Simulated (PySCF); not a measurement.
# What an electron can do to CCl

CCSD(T) in PySCF with def2-TZVPPD on every atom, for the lowest determinant that a PBE0 search found; no spin–orbit coupling.

```
species  state (unpaired electrons)  Re (Å)  ωe (cm⁻¹)  energy of the minimum from the neutral (eV)  De (eV)  dissociates to
    CCl               doublet (π ↑)   1.656        869                                         0.00     4.01          C + Cl
   CCl⁺      singlet (closed shell)   1.546       1175                                         8.70     6.49         C⁺ + Cl
   CCl⁻              triplet (π ↑↑)   1.889        474                                        -1.05     1.61         C + Cl⁻
```

Work out the lowest energy to break CCl into atoms, from its vibrational ground state.

D0 = De − ωe/2 = 4.01 − 0.05 = 3.96 eV (CCSD(T)/def2-TZVPPD).

Work out the ionisation energy of the C atom at this level and the threshold of dissociative ionisation.

IE(C) = 8.70 + 6.49 − 4.01 = 11.18 eV, so C⁺ + Cl + e⁻ appears at D0 + IE(C) = 15.14 eV (CCSD(T)/def2-TZVPPD). The measured IE(C) is 11.26 eV (NIST ASD).

Work out the electron affinity of the Cl atom and the threshold of dissociative attachment.

EA(Cl) = 4.01 − 1.61 − (-1.05) = 3.45 eV, so C + Cl⁻ needs D0 − EA(Cl) = 0.51 eV (CCSD(T)/def2-TZVPPD). The measured EA(Cl) is 3.613 eV.

At which energy does ion-pair formation open?

C⁺ + Cl⁻ lies at D0 + IE(C) − EA(Cl) = 11.69 eV (CCSD(T)/def2-TZVPPD).

These are thermodynamic thresholds; the onsets seen under electron impact lie higher where the geometry changes, and cross-sections peak well above them.

Correlated steps freeze 6 core orbitals. For an ion De counts to the pair picked by the measured ionisation energies or electron affinities, which need not be the lowest pair at this level. Where the molecule has an RHF reference, its open-shell atoms are computed with UHF. The CCSD T1 diagnostic is raised in CCl⁺, a sign that a single reference may not be enough there. States were picked by a PBE0 search and need not be the measured ground states.
